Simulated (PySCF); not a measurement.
cyclopropene, C3H4, SMILES C1=CC1, point group C2v.

Level: PBE0/pcSseg-1 in PySCF (density fitting, grid level 2); geometry and Hessian at that level, cubic constants and property derivatives from steps of ±0.6 along each species' dimensionless normal coordinates, second-order vibrational perturbation theory. The parent has the commonest isotopes.

Equilibrium geometry (Å):

| atom | x | y | z |
| --- | --- | --- | --- |
| C1 | 0.8076 | -0.3441 | -0.0767 |
| C2 | 0.2903 | 0.8324 | 0.0278 |
| C3 | -0.6897 | -0.3023 | -0.0041 |
| H4 | 1.6774 | -0.9797 | -0.1607 |
| H5 | 0.4091 | 1.9043 | 0.0954 |
| H6 | -1.1982 | -0.6078 | 0.9170 |
| H7 | -1.2832 | -0.4832 | -0.9070 |

Question: How much do zero-point and thermal motion change the parent's shieldings?

Answer: 
```
atom  σe (ppm)  anharmonic part, 0 K  harmonic part, 0 K  Δσ at 0 K  Δσ at 250 K  Δσ at 350 K
  C1     67.33                 -1.35               -4.47      -5.82        -5.95        -6.15
  C3    180.46                 -1.37               -3.66      -5.03        -5.09        -5.19
  H4     24.13                 -0.08               -0.45      -0.53        -0.54        -0.55
  H6     30.34                 -0.23               -0.49      -0.72        -0.73        -0.73
```

Question: And the bond lengths, in the parent and with ²H at 6?

Answer: 
| bond | re (Å) | ⟨r⟩ at 0 K | between mean positions | ⟨r⟩, labelled |
| --- | --- | --- | --- | --- |
| C1–C2 | 1.2895 | 1.2960 | 1.2948 | 1.2961 |
| C2–C3 | 1.4997 | 1.5083 | 1.5075 | 1.5082 |
| C1–H4 | 1.0805 | 1.0996 | 1.0807 | 1.0996 |
| C3–H6 | 1.0956 | 1.1168 | 1.1032 | 1.1110 |

Question: What are the dipole moments?

Answer: 0.504 D at equilibrium; averaged at 0 K: parent 0.527 D; ²H at 6 0.518 D; ¹³C at 3 0.527 D; ¹³C at 3, ²H at 4 0.532 D; ²H at 4 0.532 D; ¹³C at 1 0.527 D; ¹³C at 1, ¹³C at 2 0.527 D. Measured: 0.454 D (NIST CCCBDB Release 22 (SRD 101), experimental dipoles).

The study (259 SCF points, 71 basis functions) took 19 min on 1 thread of Arm Neoverse N1, on a host shared with other jobs (rough), peak memory 0.41 GiB, launched as `OMP_NUM_THREADS=1 python ens_run.py task.json out`.
